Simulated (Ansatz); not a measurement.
`C#CC(C)(C)C` → `C#CC(C)C` + `[CH2]` (triplet) at 700 K and 1 bar (formal loss of a carbene).

Computed with Ansatz on PBE0-D4/def2-TZVP structures; ΔE is electronic, products minus reactants. CBS: MP2 limit from def2 TZ/QZ plus the TZ coupled-cluster correction, frozen cores. This one scheme is used for every species. Triplets are unrestricted, without spin–orbit coupling.

```json
{"species": "`C#CC(C)(C)C`", "CCSD(T)/CBS energy (Eh)": "-234.28350", "H − E (kJ/mol)": "465.4", "S (J/(mol·K))": "482.9"}
{"species": "`C#CC(C)C`", "CCSD(T)/CBS energy (Eh)": "-195.01939", "H − E (kJ/mol)": "374.7", "S (J/(mol·K))": "437.7"}
{"species": "`[CH2]` (triplet)", "CCSD(T)/CBS energy (Eh)": "-39.09499", "H − E (kJ/mol)": "70.4", "S (J/(mol·K))": "226.8"}
```

H − E and S are ideal-gas, rigid-rotor, harmonic terms from PBE0-D4/def2-TZVP, with the whole ground term of open shells counted as degenerate. 1 Eh = 2625.50 kJ/mol, R = 8.31446 J/(mol·K).

**Question.** By hand: ΔE, ΔH, ΔS and ΔG.

**Answer.** ΔE = (-195.01939) + (-39.09499) − (-234.28350) = 0.16912 Eh = 444.0 kJ/mol. Δ(H − E) = 374.7 + 70.4 − 465.4 = -20.3, so ΔH = 423.7 kJ/mol. ΔS = 437.7 + 226.8 − 482.9 = 181.6 J/(mol·K). ΔG = 423.7 − 700 × (181.6)/1000 = 296.6 kJ/mol.

**Question.** By hand: the equilibrium constant, and the temperature at which ΔG would vanish if ΔH and ΔS stayed fixed.

**Answer.** log₁₀ K = −ΔG/(RT ln 10) = -22.1. ΔG = 0 at ΔH/ΔS = 2333 K.

The number of gas molecules changes by +1, which sets the sign of ΔS. A doubt of 5 kJ/mol in ΔE shifts log₁₀ K by 0.4 here. A triplet takes part, so the spin changes. These are equilibria of isolated gas molecules and say nothing of rates. Largest T1 diagnostic: 0.011 (customary marks: 0.02 for closed shells, 0.045 for open ones).
